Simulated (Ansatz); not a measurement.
Basis-set extrapolation for C$_{2}$H$_{7}$NS (`NCCS`) (PBE0-D4/def2-TZVP geometry, frozen core, the Gaussian-basis code of Ansatz). Multiplicity 1, RHF reference.

```tsv
	def2-TZVPP	def2-QZVPP
HF	-531.849340	-531.867349
MP2 correlation	-0.747803	-0.801270
CCSD(T) correlation	-0.826557	not run
```

Energies in hartree. Use E(X) = E(∞) + A·exp(−7.88·√X) for Hartree–Fock and E(X) = E(∞) + B·X^(−2.97) for correlation, with X = 3 and 4, and add CCSD(T) minus MP2 of the smaller set to the MP2 limit.

Task: What is the CCSD(T) energy at the basis-set limit?

Result: HF limit: -531.867349 + (-0.018009) × 0.13774 = -531.86983. MP2 limit: -0.801270 + (-0.053467) × 0.74074 = -0.84088. Higher-order term: -0.826557 − (-0.747803) = -0.07875. Total: -532.78946 hartree, 298.2 kJ/mol below CCSD(T)/def2-TZVPP.
